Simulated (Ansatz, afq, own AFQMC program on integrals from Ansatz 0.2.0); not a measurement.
C$_{2}$H$_{2}$, singlet in cc-pVDZ along one coordinate

```xyz
4

C     0.0000    0.0000    0.5528
C     0.0000    0.0000   -0.7378
H     0.0000   -0.9396    1.1020
H     0.0000    0.9396    1.1020
```

All coordinates are scaled about the centre. Energies in kcal/mol count from this geometry (1.000) at the same level; the start stands on RHF, each point on the determinant named.

Basis cc-pVDZ. Only valence electrons are correlated. AFQMC by an in-house program on the Cholesky factors that Ansatz 0.2.0 writes for its CCSD(T) run. The CISD trial takes its coefficients from CCSD amplitudes. Released means that phaseless walkers are propagated on without the constraint, phases kept. ± is one standard error of the sampling.

Cautions, each for one point or more: (Q) is large, so the cluster series hasn't closed; (T) is large; CCSDT(Q) on the UHF determinant differs, so the two series follow different states; cluster runs in doubt by the program's own checks; higher spins were not checked; released walk and highest rung disagree; restricted determinant unstable towards unrestricted; strong correlation; unrestricted determinant spin contaminated; walk and cluster series may follow different spin states.

```tsv
scale of all distances	det.	T1	weight	⟨S²⟩	CCSD(T)	ph-AFQMC/CISD	CCSDT(Q)	PBE0	B3LYP
0.883	RHF	0.014	0.90	pure	55.0	55.1 ± 0.4	55.2	47.8	48.0
1.122	RHF	0.019	0.86	pure	16.1	15.9 ± 0.5	15.8	21.9	21.0
1.313	RHF	0.025	0.81	pure	93.4	94.4 ± 0.7	92.6	107.8§	104.7
1.518	RHF¶	0.083	0.69	pure	179.7	184.4 ± 1.2	179.6	199.3§	194.2§
1.719	RHF‡¶	0.191	0.41	pure	239.1	258.7 ± 1.4	233.2	–	–
2.444	UHF‡¶	0.038	0.88	2.98	325.8	325.6 ± 0.4	324.8	346.5§	343.4§
```

Weight is that of the determinant in the CISD state; at the start T1 is 0.016 and the weight 0.88. ¶ marks points with a poor determinant and no full CI, where no value is sure; they don't count among the departures. A double dagger marks points where the walks on two determinants ended up to 57.8 kcal/mol apart; the lower is shown. Symmetry can't show for every point that it stays on the start's state. A dash marks a missing value, a released energy that hasn't settled or a functional that sits on another state. § marks a functional whose ⟨S²⟩ is too high by over 0.1. Largest departures from phaseless AFQMC with a CISD trial: CCSD(T) -1.0 kcal/mol at 1.313 (on RHF) (within the noise), CCSDT(Q) -1.8 kcal/mol at 1.313 (on RHF), PBE0 -7.3 kcal/mol at 0.883, B3LYP 10.2 kcal/mol at 1.313. The walk's constraint bias lies outside its error bars, so these are departures and not errors. Functionals count only at points shown to share the start's state and spin. In this small basis the wave-function levels are far from their limit, so their gap to the functionals isn't the functionals' error.

Some points may be missing: those where a free walk finds a much lower state, and past Zn most of those on another determinant than at the start.

CCSDT and higher add their correlation energy to the determinant of the CCSD(T) run, since their own runs factorise the integrals more tightly (a shift of under 2 meV). A walk keeps the symmetry of its determinant, which the program's search chose and which needn't be the lowest solution, so a lower state of the same spin and another symmetry isn't excluded.
